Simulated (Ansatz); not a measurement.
Results of r²SCAN+rVV10 in Ansatz (PAW) for wurtzite CdS.

Total energies, extrapolated to zero smearing (they compare only within this program, potentials and cutoff; free atoms with spin allowed, lowest state found):

```
system                 energy (eV/atom)
---------------------  ----------------
wurtzite CdS, relaxed        -4586.5846
free Cd atom                 -8265.0305
free S atom                   -902.1606
```

Question: Work out the cohesive energy per atom.

Answer: E_coh = [1 × (-8265.0305) + 1 × (-902.1606)]/2 − (-4586.5846) = 2.99 eV/atom. The reference value is 2.87 ± 0.03 eV/atom (worked out here from tabulated enthalpies at 298 K, copied from a table, unchecked, brought to a static lattice with a Debye model, atoms in their spin–orbit ground levels; inputs from the CRC Handbook), a difference of +0.12 eV/atom.

The PAW data were made under PBE.

Ansatz is an electronic-structure program.
